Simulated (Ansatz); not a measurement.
# The cluster SiSe2: a spread of methods and bases

How do the results and run time of the cluster SiSe2 respond when the settings are drawn wide?

Method: the settings change from run to run; program: Ansatz 0.2.0, Gaussian basis.

### Step 1. The molecule

The structure was relaxed beforehand with PBE-D4 in a triple-zeta def2 set.

3 atoms, charge 0, spin multiplicity 1.

Atoms are counted from 1 here; the program's logs count them from 0.

Bond lengths: Si1–Se2 2.074 Å, Si1–Se3 2.074 Å. Angles: Se2–Si1–Se3 180.0°.

### Step 2. BHLYP/STO-3G

in.yaml

```yaml
crystal:
  periodic: [false, false, false]
  atoms:
    - {symbol: Si, position_ang: [0.000014, -0.000002, 0.000004]}
    - {symbol: Se, position_ang: [-0.070747, -0.141252, 2.067844]}
    - {symbol: Se, position_ang: [0.070723, 0.141255, -2.067838]}
basis:
  gaussian: {orbitals: STO-3G}
hamiltonian: {xc: {name: BHLYP}}
scf: {omitted_lower_state_checks: [starts]}
```

On the command line:

```
> ansatz run in.yaml --threads 4 --pin off --events-out ev --progress --plain --max-ram 3916MiB
```

Output:

```text
Functional definition: BHLYP
  name "BHLYP"
  cite "Becke, J. Chem. Phys. 98, 1372 (1993) doi:10.1063/1.464304"
  cite "Becke, Phys. Rev. A 38, 3098 (1988) doi:10.1103/PhysRevA.38.3098"
  cite "Lee, Yang & Parr, Phys. Rev. B 37, 785 (1988) doi:10.1103/PhysRevB.37.785"
  parameter a = 0.5
  exchange = (1 - a)*b88_x + a*exact_x
  correlation = lyp_c
these checks for a lower state are left out or cut short: starts
446 factors; integrals over basis functions are off by at most 1.5e-5 eV
mean field evaluation 1: about -137033.1687 eV, gradient 3.6e1 eV
mean field evaluation 2: about -137025.1669 eV, gradient 5.7e1 eV
mean field evaluation 4: about -137039.5042 eV, gradient 3.1e-2 eV
mean field evaluation 8: about -137039.5097 eV, gradient 1.7e-4 eV
mean field -137039.50972539 eV, -5036.1090936920 hartree, gradient 6.2e-6 eV, S^2 0.000000; 0 other end points of the search recorded, 0 dependent functions left out
reference -137039.50984573 eV, -5036.1090981144 hartree; 41, 41 occupied and 4, 4 virtual orbitals, 446 factors
Total energy: -137039.50984573 eV, -5036.1090981144 hartree
Checks for a lower state left out: starts
```

It took 0.3 s on 4 threads of Arm Neoverse V1, shared host.

### Step 3. LC-wPBE/def2-mTZVPP

Set apart from the defaults: charge -1, multiplicity 2, restricted open-shell orbitals, density fitting with cc-pVTZ-jkfit.

in.yaml: that of step 2 with these lines changed.

```diff
@@ -7,4 +7,7 @@
 basis:
-  gaussian: {orbitals: STO-3G}
-hamiltonian: {xc: {name: BHLYP}}
+  gaussian: {orbitals: def2-mTZVPP, fitting: {mean_field: cc-pVTZ-jkfit}}
+total_charge: -1
+magnetization: {spin_polarized: false, initial_magnetization: 1}
+hamiltonian: {xc: {name: LC-wPBE}}
 scf: {omitted_lower_state_checks: [starts]}
+output: {forces: true}
```

The command is unchanged.

Output (excerpt; [...] marks lines left out):

```text
Functional definition: LC-wPBE
  name "LC-wPBE"
  cite "Vydrov & Scuseria, J. Chem. Phys. 125, 234109 (2006) doi:10.1063/1.2409292"
  cite "Heyd & Scuseria, J. Chem. Phys. 120, 7274 (2004) doi:10.1063/1.1668634"
  cite "Ernzerhof & Perdew, J. Chem. Phys. 109, 3313 (1998) doi:10.1063/1.476928"
  cite "Perdew, Burke & Ernzerhof, Phys. Rev. Lett. 77, 3865 (1996) doi:10.1103/PhysRevLett.77.3865"
  parent pbe
[...]
535 factors; integrals over basis functions are off by at most 3.5e-1 eV
535 factors; integrals over basis functions are off by at most 4.5e-5 eV
[...]
mean field -138557.59972541 eV, -5091.8978721945 hartree, gradient 4.2e-10 eV, S^2 0.750000; 0 other end points of the search recorded, 0 dependent functions left out
[...]
reference -138557.59972541 eV, -5091.8978721946 hartree; 42, 41 occupied and 57, 58 virtual orbitals, 535 factors
Total energy: -138557.59972541 eV, -5091.8978721946 hartree
Atom 0 at     0.000014    -0.000002     0.000004 Å, force     2.558929    -0.341977     0.064173 eV/Å
Atom 1 at    -0.070747    -0.141252     2.067844 Å, force    -1.342743     0.044625     1.817774 eV/Å
Atom 2 at     0.070723     0.141255    -2.067838 Å, force    -1.216186     0.297352    -1.881948 eV/Å
Dipole moment:    -0.091067     0.012170    -0.002284 e Å
Checks for a lower state left out: starts
```

It took 12 s on 4 threads of Arm Neoverse V1, shared host.

Largest force 2.582 eV/Å.

### Step 4. CAM-B3LYP/def2-TZVPP

Set apart from the defaults: density fitting with cc-pVTZ-jkfit, the search for lower states set to off.

in.yaml

```yaml
crystal:
  periodic: [false, false, false]
  atoms:
    - {symbol: Si, position_ang: [0.000014, -0.000002, 0.000004]}
    - {symbol: Se, position_ang: [-0.070747, -0.141252, 2.067844]}
    - {symbol: Se, position_ang: [0.070723, 0.141255, -2.067838]}
basis:
  gaussian: {orbitals: def2-TZVPP, fitting: {mean_field: cc-pVTZ-jkfit}}
hamiltonian: {xc: {name: CAM-B3LYP}}
scf: {lower_state_search: off}
```

Same command.

Output (excerpt; [...] marks lines left out):

```text
Functional definition: CAM-B3LYP
  name "CAM-B3LYP"
  cite "Yanai, Tew & Handy, Chem. Phys. Lett. 393, 51 (2004) doi:10.1016/j.cplett.2004.06.011"
  cite "Iikura, Tsuneda, Yanai & Hirao, J. Chem. Phys. 115, 3540 (2001) doi:10.1063/1.1383587"
  cite "Becke, Phys. Rev. A 38, 3098 (1988) doi:10.1103/PhysRevA.38.3098"
  cite "Lee, Yang & Parr, Phys. Rev. B 37, 785 (1988) doi:10.1103/PhysRevB.37.785"
  cite "Vosko, Wilk & Nusair, Can. J. Phys. 58, 1200 (1980) doi:10.1139/p80-159"
[...]
  # Exact exchange under (alpha + beta erf(omega r))/r, Becke's under what is left of 1/r.
[...]
535 factors; integrals over basis functions are off by at most 1.0e0 eV
535 factors; integrals over basis functions are off by at most 2.5e-4 eV
[...]
mean field -138585.10074161 eV, -5092.9085158992 hartree, gradient 1.4e-6 eV, S^2 0.000000; 0 other end points of the search recorded, 0 dependent functions left out
reference -138585.10083762 eV, -5092.9085194274 hartree; 41, 41 occupied and 97, 97 virtual orbitals, 535 factors
Total energy: -138585.10083762 eV, -5092.9085194274 hartree
Checks for a lower state left out: stability, starts, cluster_reference, orbital_swaps, neighbouring_geometries, increment
```

Run time: 0.85 s. Hardware: 4 threads of Arm Neoverse V1, shared host.

### Step 5. wB97X/cc-pVDZ

Set apart from the defaults: charge +1, multiplicity 2, a point charge of 2.00 e beside it.

in.yaml

```yaml
crystal:
  periodic: [false, false, false]
  atoms:
    - {symbol: Si, position_ang: [0.000014, -0.000002, 0.000004]}
    - {symbol: Se, position_ang: [-0.070747, -0.141252, 2.067844]}
    - {symbol: Se, position_ang: [0.070723, 0.141255, -2.067838]}
basis:
  gaussian: {orbitals: cc-pVDZ, point_charges: [{charge: 2.00, position_ang: [4.511, -0.178, -0.240]}]}
total_charge: 1
magnetization: {spin_polarized: true, initial_magnetization: 1}
hamiltonian: {xc: {name: wB97X}}
scf: {omitted_lower_state_checks: [starts]}
output: {forces: true}
```

Launched as before.

Output (excerpt; [...] marks lines left out):

```text
Functional definition: wB97X
  name "wB97X"
  cite "Chai & Head-Gordon, J. Chem. Phys. 128, 084106 (2008) doi:10.1063/1.2834918"
  cite "Becke, J. Chem. Phys. 107, 8554 (1997) doi:10.1063/1.475007"
[...]
  # The coefficients of nought are those of the uniform gas.
[...]
      + exact_x_lr(omega)
[...]
      + integral(e_c_pw_opposite_spin*poly(b97_u_opposite, 1, cos1, cos2, cos3, cos4))
[...]
841 factors; integrals over basis functions are off by at most 6.9e-4 eV
194 factors; integrals over basis functions are off by at most 9.5e-6 eV
[...]
mean field -138562.78463697 eV, -5092.0884141800 hartree, gradient 4.1e-7 eV, S^2 0.857392; 0 other end points of the search recorded, 0 dependent functions left out
[...]
reference -138562.78461558 eV, -5092.0884133940 hartree; 41, 40 occupied and 31, 32 virtual orbitals, 841 factors
Total energy: -138562.78461558 eV, -5092.0884133940 hartree
Atom 0 at     0.000014    -0.000002     0.000004 Å, force    -0.729494     0.054748    -0.333305 eV/Å
Atom 1 at    -0.070747    -0.141252     2.067844 Å, force    -0.072495    -0.031358     0.494241 eV/Å
Atom 2 at     0.070723     0.141255    -2.067838 Å, force    -0.016992     0.007803    -0.101260 eV/Å
Dipole moment:    -0.443280     0.009837     0.133251 e Å
Checks for a lower state left out: starts
```

Wall time 11 s (4 threads of Arm Neoverse V1, shared host).

Largest force 0.804 eV/Å, ⟨S²⟩ 0.857. The spin excess of 0.11 shows a contaminated determinant.

### Step 6. The runs in one table

```tsv
level	charge	multiplicity	geometry	functions	energy (eV)	time
BHLYP/STO-3G	0	1	relaxed	45	-137039.510	0.3 s
LC-wPBE/def2-mTZVPP	-1	2	relaxed	99	-138557.600	12 s
CAM-B3LYP/def2-TZVPP	0	1	relaxed	138	-138585.101	0.85 s
wB97X/cc-pVDZ	1	2	relaxed, point charge	72	-138562.785	11 s
```

### Step 7. What came out

| quantity | value |
| --- | --- |
| runs | 4 |
| quickest | BHLYP/STO-3G, 0.3 s |
| slowest | LC-wPBE/def2-mTZVPP, 12 s |
| spread of total energies, same state and geometry | 1545.6 eV |

LC-wPBE/def2-mTZVPP took 38 times as long as BHLYP/STO-3G. The jobs differ in tasks and options as well as level. Total energies at one charge and spin differ by 1546 eV between levels, so only differences within one level mean anything.
